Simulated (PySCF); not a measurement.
## Nitrogen: a sound run and one with changed settings

Sound run: N [He] 2s2 2p3, N⁺ [He] 2s2 2p2. Calculation: PySCF 2.14, in cc-pVDZ-DK (3s2p1d, 14 functions); scalar relativity by spin-free X2C-1e. In the sound run the correlated levels freeze 1s2. The sound run starts from symmetry-adapted Hartree-Fock orbitals and uses a fine grid where one is needed.

Changed run: all electrons correlated in a basis built for the valence shell.

| species | method | sound run (hartree) | changed run (hartree) | converged |
| --- | --- | --- | --- | --- |
| N | MP2 | -54.49104 | -54.49262 | yes |
| N | CCSD(T) | -54.50769 | -54.50913 | yes |
| N⁺ | MP2 | -53.96381 | -53.96531 | yes |
| N⁺ | CCSD(T) | -53.98640 | -53.98772 | yes |

Ionisation energy of N:

```
 method  sound run (eV)  changed run (eV)
    UHF          13.888            13.888
    MP2          14.347            14.349
SCS-MP2          14.137            14.137
   CCSD          14.188            14.192
CCSD(T)          14.185            14.188
```

A valence basis has no tight correlating functions, so it recovers only part of the core correlation, and not evenly between atom and ion.

For comparison, NIST gives 14.534 eV between the lowest levels.
